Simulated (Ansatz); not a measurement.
A nudged elastic band was laid between two geometries of CH4BS (7 atoms, charge 0, multiplicity 2).

All numbers below come from Ansatz, UKS LDA/def2-SVP.

```json
{"movable images": "3", "climbing image": "yes", "spring": "5.0 eV/Å²", "optimiser": "quadratic models (default)", "start path": "IDPP", "force threshold": "0.05 eV/Å", "iteration limit": "60", "end points": "relaxed"}
```

Initial state:

```xyz
7
Properties=species:S:1:pos:R:3
B -0.983 0.308 -0.650
C 0.132 0.133 0.343
S 1.343 -1.018 0.008
H -1.865 1.124 -0.438
H -0.999 -0.372 -1.667
H 0.235 0.697 1.288
H 2.138 -0.871 1.116
```

Final state:

```xyz
7
Properties=species:S:1:pos:R:3
B -0.806 0.274 -0.500
C 0.176 0.298 0.636
S 1.558 -0.690 0.732
H -1.777 1.011 -0.505
H -0.608 -0.506 -1.427
H 0.098 0.959 1.521
H 1.359 -1.346 -0.458
```

(1) What changes between the two ends?

(2) What energy profile does the band end with?

(3) What is the geometry of the highest image?

The band took 19 iterations and about 110 core-seconds.

## Answers

(1) No bond is made or broken. The dihedral B1–C2–S3–H7 goes from -180 to 0°.

(2) The run converged. The highest image is number 2 of 0 to 4, 0.85 eV above the first end and 0.93 eV above the last; the last end lies 0.08 eV below the first. The order of the stationary point at the top wasn't checked. So few images can step over the top or miss a turn of the path.

```tsv
image	path coordinate (Å)	energy (eV)	dihedral B1–C2–S3–H7 (°)
0	0.00	0.00	-180
1	0.83	0.23	-137
2	1.66	0.85	-87
3	2.57	0.16	-30
4	3.49	-0.08	0
```

(3) 
```xyz
7
Properties=species:S:1:pos:R:3
B -1.036 0.058 -0.392
C 0.308 0.484 0.131
S 1.773 -0.455 -0.156
H -2.050 0.404 0.200
H -1.130 -0.636 -1.394
H 0.465 1.434 0.686
H 1.669 -1.289 0.925
```

The run took 110 s on 1 thread of Arm Neoverse N1, on a shared host, peak memory 0.13 GiB.
